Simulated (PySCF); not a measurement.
Work out the structure from these simulated measurements.

Formula: C3O2.

* Rotational structure: rotational constant B (linear): 2.198 GHz [PBE0-D3(BJ)/def2-SVP]
* XPS: C1s 291.7, C1s 295.1 (×2), O1s 540.1 (×2) eV [ΔSCF SCAN, pcX-2 on the ionised atom, pcseg-1 elsewhere, spin-free X2C]
* Couplings: largest of the computed one-bond spin–spin couplings (means over like bonds): 13C–13C +245.4 (×2), 17O–13C +10.9 (×2) Hz [B3LYP/pcJ-1]
* NMR, other nuclei: isotropic shieldings of nuclei other than C and H, by class: 125 (2 O) ppm [GIAO PBE0/pcSseg-1]
* 13C NMR: chemical shifts (computed TMS as zero) by class: 124.9 (2 C), -18.6 (1 C) ppm [GIAO PBE0/pcSseg-1]
* Dipole: 0.00 D [PBE0/pcSseg-1]

Electronic properties: PySCF, gas phase, density fitting. Levels stand in brackets. Geometry: PBE0-D3(BJ)/def2-SVP; no solvent, vibrations or thermal averaging. Each NMR value is the plain mean over a class of atoms that symmetry, rotation or inversion makes alike.

Question: Give a SMILES that accounts for the data.

Answer: Numbering: `[O:1]=[C:2]=[C:3]=[C:4]=[O:5]`. Its formula, C3O2, gives 4 degrees of unsaturation: 0 rings and 4 π bonds in the structure found. 3 carbons fall into 2 classes; from least to most shielded: central carbon of a ketene [C2/C4] (124.9 ppm, 2 C), central carbon of cumulated double bonds [C3] (-18.6 ppm). The other shieldings belong to: 125 ppm, oxygen bonded to C [O1/O5]. The couplings run between: +245.4 Hz, central carbon of a ketene [C2] and central carbon of cumulated double bonds [C3] (with 1 like pair); +10.9 Hz, oxygen bonded to C [O1] and central carbon of a ketene [C2] (with 1 like pair). The core levels belong to: C1s 291.7 eV, central carbon of cumulated double bonds [C3]; C1s 295.1 eV, central carbon of a ketene [C2/C4]; O1s 540.1 eV, oxygen bonded to C [O1/O5]. The hole state at 295.1 eV has ⟨S²⟩ = 0.83 against 0.75, so that value is less sure. The vanishing dipole is forced by symmetry. The optimised geometry has point group D∞h and is a linear rotor. Structure: carbon suboxide, `C(=C=C=O)=O`. The assignments are read from this structure; whether some other isomer fits the data as well wasn't checked.
